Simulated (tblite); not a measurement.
Isovaleronitrile, C₅H₉N.
Bonds: C1–C2, C2–C3, C2–C4, C4–C5, C5–N6 (triple). Hydrogens: H7, H8, H9 on C1; H10 on C2; H11, H12, H13 on C3; H14, H15 on C4.

Computed with GFN2-xTB (tblite), gas phase: Langevin dynamics at 200 K from the optimised GFN2-xTB geometry, time step 0.5 fs, friction 0.01 fs⁻¹, 2000 steps.

The start geometry, which sets the zero of energy:
```
atom  x, y, z in Å
C1      0.134    1.410    0.307
C2     -0.237    0.086   -0.355
C3     -1.648   -0.344    0.037
C4      0.767   -1.011    0.043
C5      2.098   -0.696   -0.402
N6      3.151   -0.435   -0.763
H7     -0.552    2.195   -0.005
H8      1.144    1.706    0.032
H9      0.083    1.322    1.391
H10    -0.195    0.213   -1.443
H11    -1.716   -0.498    1.113
H12    -1.926   -1.270   -0.462
H13    -2.366    0.422   -0.244
H14     0.477   -1.968   -0.400
H15     0.782   -1.124    1.131
```

Task: These frames come from the run, each turned onto the start geometry. Order them by potential energy, lowest first.
A.
```
atom  x, y, z in Å
C1      0.129    1.454    0.326
C2     -0.221    0.126   -0.355
C3     -1.629   -0.353   -0.034
C4      0.741   -0.972    0.102
C5      2.072   -0.737   -0.366
N6      3.097   -0.605   -0.863
H7     -0.690    2.151    0.256
H8      1.047    1.856   -0.126
H9      0.326    1.319    1.393
H10    -0.049    0.197   -1.440
H11    -1.708   -0.567    1.032
H12    -1.841   -1.268   -0.588
H13    -2.435    0.361   -0.268
H14     0.408   -1.927   -0.277
H15     0.748   -1.025    1.187
```
B.
```
atom  x, y, z in Å
C1      0.105    1.439    0.395
C2     -0.228    0.170   -0.336
C3     -1.603   -0.362    0.049
C4      0.735   -0.997   -0.017
C5      2.075   -0.731   -0.487
N6      3.177   -0.649   -0.777
H7     -0.720    2.159    0.257
H8      1.089    1.798    0.005
H9      0.207    1.312    1.487
H10    -0.159    0.277   -1.464
H11    -1.862   -0.099    1.079
H12    -1.683   -1.414   -0.086
H13    -2.320    0.170   -0.665
H14     0.446   -1.915   -0.519
H15     0.738   -1.148    1.057
```
C.
```
atom  x, y, z in Å
C1      0.154    1.368    0.467
C2     -0.233    0.138   -0.292
C3     -1.664   -0.366   -0.046
C4      0.811   -0.947    0.113
C5      1.993   -0.716   -0.610
N6      2.890   -0.507   -1.272
H7     -0.292    2.229   -0.068
H8      1.196    1.561    0.448
H9     -0.201    1.285    1.495
H10    -0.097    0.320   -1.385
H11    -1.939   -0.328    1.042
H12    -1.807   -1.354   -0.309
H13    -2.304    0.201   -0.633
H14     0.530   -2.010   -0.154
H15     0.957   -0.865    1.182
```
D.
```
atom  x, y, z in Å
C1      0.135    1.386    0.312
C2     -0.246    0.102   -0.324
C3     -1.684   -0.312    0.073
C4      0.777   -1.011    0.006
C5      2.145   -0.700   -0.354
N6      3.229   -0.493   -0.671
H7     -0.637    2.110    0.008
H8      1.042    1.793   -0.027
H9      0.237    1.392    1.390
H10    -0.130    0.189   -1.387
H11    -1.742   -0.392    1.148
H12    -1.995   -1.292   -0.402
H13    -2.426    0.373   -0.312
H14     0.483   -1.908   -0.575
H15     0.807   -1.230    1.092
```
E.
```
atom  x, y, z in Å
C1      0.148    1.454    0.368
C2     -0.243    0.117   -0.299
C3     -1.641   -0.368    0.058
C4      0.771   -1.004    0.012
C5      2.090   -0.692   -0.464
N6      3.155   -0.560   -0.880
H7     -0.469    2.194   -0.132
H8      1.161    1.668    0.193
H9     -0.075    1.486    1.461
H10    -0.148    0.292   -1.389
H11    -1.836   -0.377    1.147
H12    -1.789   -1.391   -0.355
H13    -2.428    0.310   -0.352
H14     0.460   -1.914   -0.476
H15     0.838   -1.209    1.086
```

Result: A (0.122 eV), E (0.191 eV), D (0.279 eV), B (0.346 eV), C (0.432 eV).

In the order of the answer:

```json
{"t (fs)": "525", "E above start (eV)": "0.122", "largest force (eV/Å)": "0.88", "rms force component (eV/Å)": "0.267", "rms distance from start (Å)": "0.156", "rms bond change (Å)": "0.008", "bond most changed (Å)": "C4–H14 -0.014"}
{"t (fs)": "175", "E above start (eV)": "0.191", "largest force (eV/Å)": "2.00", "rms force component (eV/Å)": "0.534", "rms distance from start (Å)": "0.139", "rms bond change (Å)": "0.019", "bond most changed (Å)": "C1–H8 -0.038"}
{"t (fs)": "275", "E above start (eV)": "0.279", "largest force (eV/Å)": "1.87", "rms force component (eV/Å)": "0.590", "rms distance from start (Å)": "0.110", "rms bond change (Å)": "0.023", "bond most changed (Å)": "C3–H12 +0.044"}
{"t (fs)": "325", "E above start (eV)": "0.346", "largest force (eV/Å)": "2.55", "rms force component (eV/Å)": "0.646", "rms distance from start (Å)": "0.244", "rms bond change (Å)": "0.023", "bond most changed (Å)": "C3–H13 +0.056"}
{"t (fs)": "625", "E above start (eV)": "0.432", "largest force (eV/Å)": "2.76", "rms force component (eV/Å)": "0.850", "rms distance from start (Å)": "0.297", "rms bond change (Å)": "0.030", "bond most changed (Å)": "C3–H12 -0.057"}
```

The cost below is that of the whole dynamics run. Time: 8.2 s of wall time; peak memory 0.18 GiB. Hardware: an Arm Neoverse V1 with one thread, no GPU, shared host with 64 logical CPUs at a one-minute load of 19.
